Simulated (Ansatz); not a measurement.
Mulliken charges of B₂H₅N (`BNB`) from ωB97M-V/def2-TZVPP in Ansatz (PBE0-D4/def2-TZVP geometry).

| atom | x (Å) | y (Å) | z (Å) | charge (e) |
| --- | --- | --- | --- | --- |
| B1 | -0.828 | 0.655 | -0.693 | -0.117 |
| N2 | 0.260 | 0.378 | 0.171 | -0.142 |
| B3 | 0.695 | -0.911 | 0.568 | -0.117 |
| H4 | -1.449 | -0.261 | -1.140 | 0.059 |
| H5 | -1.098 | 1.791 | -0.954 | 0.065 |
| H6 | 0.771 | 1.169 | 0.537 | 0.127 |
| H7 | 1.632 | -1.014 | 1.306 | 0.065 |
| H8 | 0.110 | -1.864 | 0.151 | 0.059 |

By hand: the dipole of these point charges (1 e Å = 4.8032 D).

Σ q r = (0.032, 0.050, 0.023) e Å, of length 0.064 e Å = 0.31 D.

How does the dipole of the full density compare? (An estimate is asked.)

Computed: (0.133, 0.207, 0.095) e Å, 1.27 D; the point charges give 0.24 times that, at 0° from its direction.

Point charges leave out the atoms' own dipoles, such as those of lone pairs, and Mulliken's split depends on the basis, so the two needn't agree.
